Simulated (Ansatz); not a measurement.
Program: Ansatz. Geometries: PBE0-D4/def2-TZVP. ΔE: electronic, gas phase. CCSD(T)/CBS adds triple-zeta CCSD(T) − MP2 to the extrapolated MP2 energy (def2 sets, frozen cores). This one scheme is used for every species. DFT in def2-TZVPP. For Mg outer-core shells are correlated without core-valence functions, which leaves a few kJ/mol of doubt a bond.

`[MgH][SH]` + CH₃SH → `C[S][MgH]` + H₂S  (ligand exchange at a Mg–S bond)

```csv
level,ΔE (kcal/mol),difference from CCSD(T)/CBS
revPBE-D4,4.2,-0.4
r2SCAN-D4,5.0,0.4
PBE-QIDH,5.0,0.4
revPBE,4.9,0.3
r2SCAN0,5.3,0.7
BHLYP,5.3,0.7
LC-ωPBE,5.2,0.6
SCS-MP2/def2-QZVPP,4.7,0.1
HF/CBS(def2),5.7,1.1
MP2/CBS(def2),4.6,0.0
CCSD(T)/CBS,4.6,0
```

Largest T1 diagnostic among the species: 0.009.

In def2-TZVPP, CCSD(T) changes the Hartree–Fock value by −0.9 kcal/mol (the triples alone add −0.2 kcal/mol) and MP2 by −1.0 kcal/mol. Leaving LDA and LC-ωPBE aside and taking each functional with its dispersion term where it has one, the values, not all of them listed here, spread over 0.9 kcal/mol, from BLYP-D4 to r2SCAN0-D4.
